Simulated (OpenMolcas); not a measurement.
**BNH4 (SMILES BN): HF/def2-TZVP (Cholesky decomposition)**

Aim: the vertical singlet–triplet gap of BNH4 at HF/def2-TZVP (Cholesky decomposition), from 2 runs. 

The calculation is run with OpenMolcas 26.06.

### Step 1. The molecule

BNH4 has 6 atoms, charge 0, and is taken as a singlet. SMILES: `BN`. Geometry: relaxed at PBE0-D4/def2-TZVP.

Bond lengths: B1–N2 1.385 Å, B1–H3 1.197 Å, B1–H4 1.197 Å, N2–H5 1.006 Å, N2–H6 1.006 Å. Angles: B1–N2–H5 123.2°, B1–N2–H6 123.2°, N2–B1–H3 119.0°, N2–B1–H4 119.0°, H5–N2–H6 113.5°, H3–B1–H4 122.0°.

### Step 2. The energy at HF/def2-TZVP (Cholesky decomposition)

Contents of job.input:

```
>>> EXPORT MOLCAS_PRINT=2
&GATEWAY
BasLib=$CurrDir
Coord
6
angstrom
B       -0.128200      -0.679600      -0.025600
N        0.146100       0.677400       0.010800
H        0.225800      -1.368000       0.887500
H       -0.712000      -1.128700      -0.969200
H       -0.121600       1.313700      -0.720800
H        0.632000       1.121400       0.771300
Basis=def2-TZVP
Group=NoSym
&SEWARD
Low
&SCF
PrOrbitals=0
```

The basis set def2-TZVP is read from a file made from the Basis Set Exchange's data (not shown).

The run is started by

```console
$ export MOLCAS_MEM=1860
$ pymolcas job.input > job.log
```

The program printed, cut to the lines that bear on the results:

```text
--- Start Module: gateway ---
[...]
--- Stop Module: gateway /rc=_RC_ALL_IS_WELL_ ---
--- Start Module: seward ---
[...]
      Basis functions           86
--- Stop Module: seward /rc=_RC_ALL_IS_WELL_ ---
[...]
--- Start Module: scf ---
[...]
       Convergence after  10 Iterations
[...]
::    Total SCF energy                                -81.5276291546
[...]
      Total spin, S                                     0.0000000000
[...]
      Total electronic charge=   16.000000
      Total            charge=   -0.000000
[...]
      Dipole Moment (debye):
      Origin of the operator (angstrom)=    0.0227    0.0669   -0.0056
                   X=  3.4377E-01               Y=  1.7022E+00               Z=  4.5575E-02           Total=  1.7371E+00
      Quadrupole Moment (debye*angstrom):
[...]
--- Stop Module: scf /rc=_RC_ALL_IS_WELL_ ---
[...]
```

It took 2.5 s on 1 thread of Arm Neoverse V2, shared host; peak memory 0.092 GiB.

### Step 3. The triplet, same level

Contents of job.input:

```
&GATEWAY
 BASLIB
 $CurrDir
 COORD
 6
 angstrom
 B       -0.128200      -0.679600      -0.025600
 N        0.146100       0.677400       0.010800
 H        0.225800      -1.368000       0.887500
 H       -0.712000      -1.128700      -0.969200
 H       -0.121600       1.313700      -0.720800
 H        0.632000       1.121400       0.771300
 BASIS
 def2-TZVP
 GROUP
 NoSym

&SEWARD
 LOW

&SCF
 UHF
 SPIN
 3
 PRORBITALS
 0
```

The basis set def2-TZVP is read from a file made from the Basis Set Exchange's data (not shown).

The run is started by

```console
$ export MOLCAS_MEM=1860
$ pymolcas job.input > job.log
```

The program printed, cut to the lines that bear on the results:

```text
--- Start Module: gateway ---
[...]
--- Stop Module: gateway /rc=_RC_ALL_IS_WELL_ ---
--- Start Module: seward ---
[...]
      Basis functions           86
--- Stop Module: seward /rc=_RC_ALL_IS_WELL_ ---
[...]
--- Start Module: scf ---
[...]
       Convergence after  15 Iterations
[...]
::    Total SCF energy                                -81.3241819090
[...]
      Total spin, S                                     1.0070539712
[...]
      Total electronic charge=   16.000000
      Total            charge=   -0.000000
[...]
      Dipole Moment (debye):
      Origin of the operator (angstrom)=    0.0227    0.0669   -0.0056
                   X=  1.2507E+00               Y=  6.1876E+00               Z=  1.6570E-01           Total=  6.3149E+00
      Quadrupole Moment (debye*angstrom):
[...]
--- Stop Module: scf /rc=_RC_ALL_IS_WELL_ ---
[...]
```

Wall time 4.5 s (1 thread of Arm Neoverse V2, shared host); peak memory 0.092 GiB.

### Step 4. Summary of results

Level: HF/def2-TZVP (Cholesky decomposition).

```
                                        quantity         value
                           singlet: total energy  -81.52763 Eh
                          singlet: dipole moment        1.74 D
                            singlet: HOMO energy     -11.98 eV
                            singlet: LUMO energy       3.30 eV
                          singlet: HOMO–LUMO gap      15.28 eV
                           triplet: total energy  -81.32418 Eh
                          triplet: dipole moment        6.31 D
     triplet: HOMO energy (highest over α and β)      -4.97 eV
      triplet: LUMO energy (lowest over α and β)      -0.62 eV
                                   triplet: ⟨S²⟩         2.021
vertical energy of the triplet above the singlet      5.536 eV
```

In words: At this shape the triplet lies 5.54 eV (534 kJ/mol) above the singlet.
